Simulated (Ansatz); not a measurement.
Ansatz (a quantum-chemistry and plane-wave program) input (RPA@PBE/cc-pVQZ):

Ansatz 0.2 input:
```yaml
crystal:
  periodic: [false, false, false]
  atoms:
    - {symbol: C, position_ang: [0.00000000, 0.00000000, 0.00000000]}
    - {symbol: H, position_ang: [-0.91735784, -0.13145752, -0.63016769]}
    - {symbol: H, position_ang: [0.19015165, 1.06908770, -0.27718520]}
    - {symbol: H, position_ang: [-0.34859334, -0.62708691, 0.86091956]}
    - {symbol: H, position_ang: [1.07579953, -0.31054327, 0.04643333]}
basis:
  gaussian:
    orbitals: cc-pVQZ
hamiltonian:
  xc: pbe
total_charge: 1
magnetization: {spin_polarized: true, initial_magnetization: 1}
correlation: {method: rpa, electrons: outside_noble_gas}
```

End of the output:

```
integrals: 0.22 GiB planned
992 factors; integrals over basis functions are off by at most 7.6e-4 eV
mean field: 0.67 GiB planned
mean field evaluation 1: about -1079.6115 eV, gradient 4.6e1 eV
mean field evaluation 2: about -1079.6093 eV, gradient 4.6e1 eV
mean field evaluation 4: about -1088.6406 eV, gradient 3.4e0 eV
mean field evaluation 8: about -1088.6987 eV, gradient 1.7e-2 eV
mean field evaluation 16: about -1088.6987 eV, gradient 5.7e-6 eV
mean field -1088.69869271 eV, -40.0089390107 hartree, gradient 5.7e-6 eV, S^2 0.751900; 0 other end points of the search recorded, 0 dependent functions left out
1 core orbitals not correlated
reference -1082.14621767 eV, -39.7681399943 hartree; 4, 3 occupied and 170, 171 virtual orbitals, 992 factors
Total energy: -1091.36052882 eV, -40.1067596834 hartree
```
